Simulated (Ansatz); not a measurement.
**Question.** Name a neutral molecule of C, N and H with ideal-gas entropy at 298 K and 1 bar (rigid rotor, harmonic PBE0-D4/def2-TZVP) between 288 and 304 J/(mol·K) and HOMO energy (B3LYP/def2-TZVPP) between -7.20 and -6.90 eV (Ansatz, PBE0-D4/def2-TZVP geometry).

**Answer.** `C=NC1C=N1` (293 J/(mol·K), -7.08 eV); `C=NCC` (292 J/(mol·K), -7.10 eV); `C/C=N/C` (294 J/(mol·K), -6.96 eV); `CC(C)=N` (297 J/(mol·K), -7.16 eV); `C=C1CC1=N` (296 J/(mol·K), -7.07 eV); `C=C=CN=C` (304 J/(mol·K), -6.95 eV). Other molecules can fit too; these were computed, each in one conformer that needn't be the lowest.

B3LYP here is the variant with VWN-RPA as its local correlation; programs differ in this.
